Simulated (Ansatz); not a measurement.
Results of rVV10 (Ansatz, a quantum-chemistry and plane-wave program, plane waves, PAW) for MgSiP2 (I-42d, No. 122, 8 atoms in the cell).

Run with plane-wave cutoff 520 eV, 8×8×8 k mesh, Fermi–Dirac smearing 0.01 eV, scalar-relativistic PAW data made under PBE.

Response to compression and expansion:

Shape and atoms are relaxed at each volume.

```
V (Å³/atom)  P (GPa)  direct gap at Γ (eV)   c (Å)  a (Å)
-----------  -------  --------------------  ------  -----
20.451          3.15                 1.314  10.124  5.685
20.877          1.50                 1.380  10.242  5.711
21.303          0.00                 1.438  10.347  5.740
21.729         -1.37                 1.483  10.438  5.771
22.155         -2.59                 1.529  10.534  5.801
```

A straight line through the gaps at Γ against ln V gives a volume deformation potential dE_g(Γ)/d ln V of 2.7 eV: the gap at Γ narrows under compression.

Note: the relaxation could not lower the start's symmetry, so the cell can be a saddle point above a distorted one; the bulk modulus comes from volumes at which shape and atoms were relaxed.
